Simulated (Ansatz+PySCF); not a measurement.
## singlet C2H2: levels of theory in one basis

```xyz
4

C     0.0000    0.0000   -0.5559
C     0.0000    0.0000    0.5559
H     0.0000    0.0000   -1.5449
H     0.0000    0.0000    1.5449
```

Basis set: def2-SVP (spherical functions). Frozen core: 2 orbitals. Charge 0, multiplicity 1.

Computed with Ansatz (development build ahead of 0.2.0); each method stands on the lowest determinant of its kind that the runs found. NEVPT2 correlates all electrons. Active spaces start from the frontier orbitals, and the lowest solution found is given.

| method | E − E(RHF) (eV) | <S²> of the determinant |
| --- | --- | --- |
| RHF | 0.00 | 0.00 |
| RHF-MP2 | -6.61 | – |
| RHF-CCSD | -7.10 | – |
| CASSCF(4,4) | -1.66 | – |
| SC-NEVPT2(4,4) | -6.78 | – |

What does RHF-CCSD(T) give on the same scale?

-7.35 eV.

Is a single determinant a sound starting point here?

By this sign, yes. Unrestricted orbitals gain 0.00 eV and <S²> is 0.00 against 0.00 for a pure state. The CASSCF(4,4) natural occupations are 1.95, 1.95, 0.05, 0.05.
